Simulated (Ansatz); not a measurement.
System: fcc Au. Method: PBEsol in Ansatz (plane waves, PAW).

A relaxed, unreconstructed slab of the (110) face has 12 atoms, two equal faces of 11.787 Å² each and an energy of -156083.3682 eV. A bulk cell of 2 atoms with the same orientation and in-plane k mesh has -26014.2010 eV. Energies are extrapolated to zero smearing.

Settings: plane-wave cutoff 500 eV, 14×20×1 k mesh (along the axes of the cell as run), Fermi–Dirac smearing 0.1 eV, scalar-relativistic PAW data made under PBE.

Worked out: γ = (E_slab − N E_bulk per atom)/2A = [-156083.3682 − 12 × (-26014.2010/2)]/(2 × 11.787) = 0.0780 eV/Å². With 16.022 J/m² per eV/Å² this is 1.25 J/m², or 0.92 eV per surface cell and face.

Ansatz is a quantum-chemistry and plane-wave program.
